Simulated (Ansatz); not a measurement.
A nudged elastic band was laid between two geometries of CH6OSi + H (10 atoms, charge 0, multiplicity 2).

Computed with UKS BLYP-D4/def2-SVP (Ansatz).

```
movable images  : 5
climbing image  : yes
spring          : 5.0 eV/Å²
optimiser       : quadratic models (default)
start path      : through a guess of the saddle point
force threshold : 0.05 eV/Å
iteration limit : 60
end points      : relaxed
```

Image 0:

```xyz
10
Properties=species:S:1:pos:R:3
H -0.198 0.561 -1.433
C 0.214 -0.462 -1.177
O -0.280 -0.933 0.062
Si -0.079 -0.102 1.515
H -0.796 2.075 -1.640
H -0.103 -1.158 -1.981
H 1.326 -0.380 -1.192
H -0.697 1.268 1.434
H 1.379 0.053 1.855
H -0.764 -0.923 2.557
```

Image 6:

```xyz
10
Properties=species:S:1:pos:R:3
H -0.594 1.571 -2.166
C 0.272 -0.714 -0.944
O -0.294 -1.070 0.246
Si -0.014 -0.280 1.727
H -0.757 2.214 -2.558
H -0.043 -1.318 -1.808
H 1.248 -0.196 -0.943
H -0.592 1.104 1.701
H 1.464 -0.195 1.985
H -0.689 -1.118 2.760
```

(1) Which bonds break or form, and what moves?

(2) What energy profile does the band end with?

(3) What is the geometry of the highest image?

(4) What are the harmonic wavenumbers there?

The band took 23 iterations and roughly 4 core-minutes.

## Answers

(1) Bonds broken: H1–C2. Bonds formed: H1–H5. CH6OSi + H becomes CH5OSi + H2.

(2) The run converged. The highest image is number 1 of 0 to 6, 0.6 kcal/mol above the first end and 8.5 kcal/mol above the last; the last end lies 7.9 kcal/mol below the first. A vibrational analysis at the climbing image gives one clearly imaginary mode, 825i cm⁻¹: a first-order saddle point.

| image | path coordinate (Å) | energy (kcal/mol) | H1–C2 (Å) | H1–H5 (Å) |
| --- | --- | --- | --- | --- |
| 0 | 0.00 | 0.0 | 1.13 | 1.64 |
| 1 | 0.56 | 0.6 | 1.30 | 1.05 |
| 2 | 0.99 | -4.5 | 1.85 | 0.80 |
| 3 | 1.42 | -7.1 | 2.26 | 0.77 |
| 4 | 1.86 | -7.8 | 2.58 | 0.77 |
| 5 | 2.29 | -7.9 | 2.71 | 0.77 |
| 6 | 2.72 | -7.9 | 2.73 | 0.77 |

(3) 
```xyz
10
Properties=species:S:1:pos:R:3
H -0.278 0.732 -1.510
C 0.202 -0.418 -1.156
O -0.362 -0.838 0.043
Si -0.084 -0.102 1.545
H -0.671 1.676 -1.758
H -0.082 -1.094 -1.986
H 1.301 -0.239 -1.117
H -0.660 1.283 1.577
H 1.394 -0.026 1.814
H -0.760 -0.974 2.549
```

(4) 825i, 97, 128, 211, 324, 527, 685, 712, 728, 914, 932, 956, 1103, 1148, 1191, 1279, 1286, 1342, 1436, 2148, 2162, 2211, 2923, 3041 cm⁻¹.

Time of the run: 2.2 min on 2 threads of Intel(R) Xeon(R) Platinum 8488C (Sapphire Rapids), on a shared host, peak memory 0.16 GiB.
